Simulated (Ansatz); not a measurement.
triplet PF: levels of theory in one basis

```yaml
atoms:
  - { symbol: P, position_ang: [0.0000, 0.0000, 0.0000] }
  - { symbol: F, position_ang: [0.0000, 0.0000, 1.5105] }
```

Basis set: def2-SVP (spherical functions). Correlated methods keep 6 orbitals frozen. Correlation on ROHF uses semicanonical orbitals with singles. Charge 0, multiplicity 3.

Computed with Ansatz (development build ahead of 0.2.0); each method stands on the lowest determinant of its kind that the runs found.

| method | E − E(ROHF) (eV) | <S²> of the determinant |
| --- | --- | --- |
| ROHF | 0.00 | – |
| UHF | -0.17 | 2.03 |
| ROHF-MP2 | -7.18 | – |
| UHF-MP2 | -7.15 | 2.03 |

Problem. What does ROHF-CCSD(T) give on the same scale?

Solution. -7.74 eV.

Problem. Is a single determinant a sound starting point here?

Solution. By this sign, yes. Unrestricted orbitals gain 0.17 eV and <S²> is 2.03 against 2.00 for a pure state.
